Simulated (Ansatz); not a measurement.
```yaml
crystal:
  periodic: [false, false, false]
  atoms:
    - {symbol: Ti, position_ang: [0.000000, 0.000000, 0.000000]}
    - {symbol: C, position_ang: [0.000000, 0.000000, 2.210000]}
basis:
  gaussian: {orbitals: def2-TZVP}
magnetization: {spin_polarized: true, initial_magnetization: 4}
hamiltonian: {xc: pbe0}
relax: {f_tol: 0.004, max_steps: 80}
```

```sh
$ ansatz run in.yaml --threads 1 --pin off --events-out ev --progress --plain --max-ram 2176MiB
```

Steps of the relaxation (energy above the last step; positions in Å, forces in eV/Å):

```
2
step 1, 677.3 meV
Ti    0.000    0.000    0.000    0.000    0.000    2.615
C     0.000    0.000    2.210    0.000    0.000   -2.615
```

```
2
step 2, 96.5 meV
Ti    0.000    0.000    0.154    0.000    0.000    1.572
C     0.000    0.000    2.056    0.000    0.000   -1.572
```

```
2
step 3, 22.1 meV
Ti    0.000    0.000    0.181    0.000    0.000    0.978
C     0.000    0.000    2.029    0.000    0.000   -0.978
```

```
2
step 4, 15.4 meV
Ti    0.000    0.000    0.219    0.000    0.000   -0.922
C     0.000    0.000    1.991    0.000    0.000    0.922
```

```
2
step 6, 0.0 meV
Ti    0.000    0.000    0.202    0.000    0.000    0.012
C     0.000    0.000    2.008    0.000    0.000   -0.012
```

```
2
step 7, 0.0 meV
Ti    0.000    0.000    0.202    0.000    0.000   -0.001
C     0.000    0.000    2.008    0.000    0.000    0.001
```

Close pairs at the end: Ti1–C2 1.805 Å.

A stationary point of unrestricted PBE0 after 7 steps, with ⟨S²⟩ = 6.016 against 6.00 for a pure state. 36 s on 1 thread of Intel Xeon 6975P-C, shared host.
